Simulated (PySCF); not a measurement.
**Basis-set dependence of excited states**

Compound: CS2.
InChI=1S/CS2/c2-1-3

TDDFT with PBE0 (PySCF), vertical singlets, core orbitals frozen in the response, spherical d and f functions. Geometry: PBE0-D3(BJ)/def2-SVP; no solvent, vibrations or thermal averaging.

Q: How do the low singlets change with the basis? Take 6-31G*, def2-SVP, 6-31+G*, def2-SVPD, aug-cc-pVDZ, def2-TZVP, def2-TZVPD and aug-cc-pVTZ.

A: 

```json
{"basis": "6-31G*", "functions": "50", "diffuse": "no", "S1 (eV)": "4.07", "S2 (eV)": "4.37", "S3 (eV)": "4.37", "S4 (eV)": "7.02", "S5 (eV)": "7.21", "LUMO (eV)": "-1.88", "α (au)": "42.0"}
{"basis": "def2-SVP", "functions": "50", "diffuse": "no", "S1 (eV)": "4.09", "S2 (eV)": "4.41", "S3 (eV)": "4.41", "S4 (eV)": "7.07", "S5 (eV)": "7.41", "LUMO (eV)": "-1.79", "α (au)": "39.6"}
{"basis": "6-31+G*", "functions": "62", "diffuse": "yes", "S1 (eV)": "4.01", "S2 (eV)": "4.31", "S3 (eV)": "4.31", "S4 (eV)": "6.77", "S5 (eV)": "6.95", "LUMO (eV)": "-2.03", "α (au)": "46.2"}
{"basis": "def2-SVPD", "functions": "74", "diffuse": "yes", "S1 (eV)": "3.98", "S2 (eV)": "4.27", "S3 (eV)": "4.27", "S4 (eV)": "6.76", "S5 (eV)": "6.95", "LUMO (eV)": "-2.12", "α (au)": "54.4"}
{"basis": "aug-cc-pVDZ", "functions": "77", "diffuse": "yes", "S1 (eV)": "4.04", "S2 (eV)": "4.31", "S3 (eV)": "4.31", "S4 (eV)": "6.73", "S5 (eV)": "6.96", "LUMO (eV)": "-2.01", "α (au)": "53.9"}
{"basis": "def2-TZVP", "functions": "105", "diffuse": "no", "S1 (eV)": "3.94", "S2 (eV)": "4.21", "S3 (eV)": "4.21", "S4 (eV)": "6.88", "S5 (eV)": "7.00", "LUMO (eV)": "-2.00", "α (au)": "48.7"}
{"basis": "def2-TZVPD", "functions": "129", "diffuse": "yes", "S1 (eV)": "3.91", "S2 (eV)": "4.18", "S3 (eV)": "4.18", "S4 (eV)": "6.62", "S5 (eV)": "6.85", "LUMO (eV)": "-2.08", "α (au)": "55.3"}
{"basis": "aug-cc-pVTZ", "functions": "146", "diffuse": "yes", "S1 (eV)": "3.97", "S2 (eV)": "4.23", "S3 (eV)": "4.23", "S4 (eV)": "6.67", "S5 (eV)": "6.90", "LUMO (eV)": "-2.05", "α (au)": "55.0"}
```

States are compared by their number. Against the largest diffuse basis here (aug-cc-pVTZ, itself not a converged limit), sets without diffuse functions differ by up to 0.12 eV in S1 and 0.51 eV in S5; the smaller diffuse sets differ by up to 0.07 and 0.07 eV. State by state, the largest deviation of a set without diffuse functions is S1 0.12, S2 0.19, S3 0.19, S4 0.41, S5 0.51 eV. The same number needn't mean the same state in each row. Against aug-cc-pVTZ the polarisability deviates by -24% in 6-31G*, -28% in def2-SVP, -16% in 6-31+G*, -1% in def2-SVPD, -2% in aug-cc-pVDZ, -11% in def2-TZVP, +1% in def2-TZVPD.
